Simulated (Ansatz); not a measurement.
**Al$_{2}$, triplet in cc-pVTZ: errors against UCCSDT(Q)**

Geometry: a PBE0/def2-TZVP stationary point for this spin.

```xyz
2

Al    0.0000    0.0000    0.0000
Al    0.0000    0.0000    2.4788
```

Basis cc-pVTZ; Ansatz 0.2.0. Only valence electrons are correlated (noble-gas cores frozen), which leaves 6 electrons in 58 orbitals. R marks a restricted (for open shells ROHF) determinant, U an unrestricted one. Active spaces: valence = (6e, 8o) chosen from the atoms' valence shells.

Full CI isn't at hand for all of this; UCCSDT(Q) serves as the reference, and is uncertain by about the last step of the cluster series. The frozen core follows each run's orbitals, which can shift R against U totals by a few meV.

Coupled cluster chose its determinant by trial CCSD, here up to 0.17 eV above the lowest Hartree–Fock solution of its kind, and MP2 stands on that determinant too. For open shells CISD is restricted-active-space CI with the open shells as a complete middle space.

* UHF ⟨S²⟩: 2.086
* ⟨S²⟩ of the determinant under UCCSD: 2.043
* T1 diagnostic (RCCSD): 0.0302
* largest doubles amplitude (RCCSD): 0.139
* T1 diagnostic (UCCSD): 0.0365

Question: From what is known of these methods and the diagnostics, rank them by the size of their error in total energy against UCCSDT(Q) in cc-pVTZ, smallest first (an estimate: the text doesn't fix the numbers).
A. RMP2
B. NEVPT4(SD) (valence space)
C. NEVPT2 (valence space)
D. MRCISD+Q (valence space)
E. BCCD(T)

Answer: D (12 meV), B (48 meV), E (81 meV), C (486 meV), A (933 meV).

All errors are against UCCSDT(Q) in cc-pVTZ. Below it: MRCISD+Q (valence space). Within each family the higher level lies nearer, as is usual though not guaranteed.

Natural occupations of CASSCF (valence space) about the gap: 1.956 1.836 0.978 0.978 0.127 0.051 0.051 0.023; effectively unpaired electrons, Σ n²(2−n)², 2.17.

Atomization energy (electronic, same basis, no zero-point term; atoms at the same level, unrestricted beside the R rows where the molecule is a closed shell, with restricted open-shell steps beyond CCSDT(Q)) at UCCSDT(Q): 131.1 kJ/mol. Errors of other levels:

| level | error (kJ/mol) |
| --- | --- |
| RMP2 | -3.1 |
| UMP2 | -7.9 |
| RCCSD | -23.9 |
| UCCSD | -24.0 |
| RCCSD(T) | -4.9 |
| UCCSD(T) | -5.2 |
| BCCD(T) | -5.1 |
| RCCSDT | -2.3 |
| UCCSDT | -2.2 |
| RCCSDT(Q) | -0.1 |
| CASSCF (valence space) | -29.4 |
| NEVPT2 (valence space) | -0.6 |
| NEVPT4(SD) (valence space) | 0.7 |
| MRCISD (valence space) | -9.9 |
| MRCISD+Q (valence space) | -3.4 |

This basis is far from its limit, so the value isn't to be set against a measured one. Truncated CI isn't size-consistent, which counts against it in atomization.
